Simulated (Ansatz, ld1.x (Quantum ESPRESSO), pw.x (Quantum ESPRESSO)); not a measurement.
**What a changed setting does to a pw.x run (diamond B)**

Potential: ultrasoft, ld1.x (Quantum ESPRESSO) 7.5, LDA (PW92); core [He], reference 2s2 2p1; waves: 2s (bound): rcut 1.30, rcutus 1.50 bohr; 2s channel at -0.1 Ry: rcut 1.30, rcutus 1.50 bohr; 2p (bound): rcut 1.55, rcutus 1.95 bohr; 2p channel at 0.4 Ry: rcut 1.55, rcutus 1.95 bohr; 3d channel at -0.1 Ry: rcut 1.50, rcutus 1.90 bohr; 3d channel at 2.5 Ry: rcut 1.50, rcutus 1.90 bohr; local part: all-electron potential smoothed inside 1.55 bohr (lloc = -1); core correction: a·sin(br)/r model core inside 1.45 bohr; augmentation: built from norm-conserving waves at rcut, not smoothed further.

The reference run (k-mesh 11³, cutoffs 40/600 Ry, Fermi–Dirac 0.01 Ry, mixing_beta 0.4, conv_thr 1e-9, no spin) gives -2.09 GPa at 8.022 Å³/atom, where all-electron LAPW gives -0.11 GPa. This run, with its own iteration cap, changes degauss to 0.005.

```
&control
  calculation='scf', prefix='x', pseudo_dir='./', outdir='./tmp', tstress=.true., disk_io='none'
/
&system
  ibrav=0, nat=2, ntyp=1, ecutwfc=40, ecutrho=600, nbnd=10,
  occupations='smearing', smearing='fd', degauss=0.005
/
&electrons
  conv_thr=1e-09, mixing_beta=0.4, electron_maxstep=50
/
ATOMIC_SPECIES
B 1.0 B.UPF
CELL_PARAMETERS angstrom
  0.00000000 2.00183166 2.00183166
  2.00183166 0.00000000 2.00183166
  2.00183166 2.00183166 0.00000000
ATOMIC_POSITIONS crystal
B 0.0000 0.0000 0.0000
B 0.2500 0.2500 0.2500
K_POINTS automatic
11 11 11 0 0 0
```

```bash
pw.x < B.scf.in > B.scf.out
```

Problem. How does the run end?

Solution. It converges in 6 iterations; the free energy moves by +11.5 meV/atom and the pressure by -0.26 GPa. In a metal, with Fermi–Dirac smearing, F lies below its zero-width value by a term in the square of the width.

```
Message from routine setup:
     using ibrav=0 with symmetry is DISCOURAGED, use correct ibrav instead
     lattice parameter (alat)  =       5.3498  a.u.
     unit-cell volume          =     108.2703 (a.u.)^3
     number of electrons       =         6.00
     number of Kohn-Sham states=           10
     kinetic-energy cutoff     =      40.0000  Ry
     charge density cutoff     =     600.0000  Ry
     scf convergence threshold =      1.0E-09
     Exchange-correlation= PW
     number of k points=    56  Fermi-Dirac smearing, width (Ry)=  0.0050
     iteration #  1     ecut=    40.00 Ry     beta= 0.40
     total energy              =     -11.28694942 Ry
     estimated scf accuracy    <       0.04531848 Ry
     iteration #  2     ecut=    40.00 Ry     beta= 0.40
     total energy              =     -11.28259752 Ry
     estimated scf accuracy    <       0.01141398 Ry
     iteration #  3     ecut=    40.00 Ry     beta= 0.40
     total energy              =     -11.28364192 Ry
     estimated scf accuracy    <       0.00003787 Ry
     iteration #  4     ecut=    40.00 Ry     beta= 0.40
     total energy              =     -11.28365141 Ry
     estimated scf accuracy    <       0.00000261 Ry
     iteration #  5     ecut=    40.00 Ry     beta= 0.40
     total energy              =     -11.28365174 Ry
     estimated scf accuracy    <       0.00000011 Ry
     iteration #  6     ecut=    40.00 Ry     beta= 0.40
     the Fermi energy is     6.5972 ev
!    total energy              =     -11.28365176 Ry
     estimated scf accuracy    <          8.3E-10 Ry
     smearing contrib. (-TS)   =      -0.00119212 Ry
     The total energy is F=E-TS. E is the sum of the following terms:
     one-electron contribution =       5.17858296 Ry
     hartree contribution      =       0.59074443 Ry
     xc contribution           =      -4.23595571 Ry
     ewald contribution        =     -12.81583132 Ry
     convergence has been achieved in   6 iterations
          total   stress  (Ry/bohr**3)                   (kbar)     P=      -23.45
     Message from routine punch:
     Nothing written, as per user request (disk_io='none')
```

The run took about 6.1 s on one core of a shared host (Neoverse-V1, 32 threads, 247 GiB, load 22).
